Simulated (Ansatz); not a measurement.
**SiH2OF (SMILES O[SiH]F): the energy to break a bond**

The species is SiH2OF (5 atoms), meant as a doublet with charge 0. As SMILES, `O[SiH]F`. Geometry: optimised at B3LYP/def2-SVP. This is one conformer, not always the lowest.

| atom | x (Å) | y (Å) | z (Å) |
| --- | --- | --- | --- |
| O | -0.6230 | -0.9017 | -0.2750 |
| Si | 0.2935 | 0.2441 | 0.5038 |
| F | 0.2015 | 1.6703 | -0.2904 |
| H | -1.5760 | -0.7647 | -0.3460 |
| H | 1.7040 | -0.2480 | 0.4076 |

Wanted: the dissociation energy of the H5–Si2 bond into doublet H and singlet SiHOF (shapes relaxed at B3LYP/def2-SVP, no zero-point term). 1 Eh = 2625.50 kJ/mol = 27.2114 eV. Totals in Eh; open shells run unrestricted unless said.

```
                                     level  program       SiH2OF  doublet H  singlet SiHOF
                       U-r2SCAN/def2-TZVPP   Ansatz  -465.808597  -0.499927    -465.226836
                     UCAM-B3LYP/def2-TZVPP   Ansatz  -465.873610  -0.498811    -465.300008
UB2PLYP/def2-TZVPP, 7 core orbitals frozen   Ansatz  -465.691883  -0.498613    -465.120342
```

Q: Work out the dissociation energy at each level.

A: 
1. U-r2SCAN/def2-TZVPP: (-0.499927) + (-465.226836) − (-465.808597) = 0.081834 Eh = 214.9 kJ/mol = 2.23 eV.
2. UCAM-B3LYP/def2-TZVPP: (-0.498811) + (-465.300008) − (-465.873610) = 0.074791 Eh = 196.4 kJ/mol = 2.04 eV.
3. UB2PLYP/def2-TZVPP: (-0.498613) + (-465.120342) − (-465.691883) = 0.072928 Eh = 191.5 kJ/mol = 1.98 eV.

The levels span 191 to 215 kJ/mol; no measured value is set beside them. A fragment with an even electron count was run as a singlet and may have a lower triplet. A bond enthalpy at 298 K also holds the loss of zero-point energy and thermal terms.
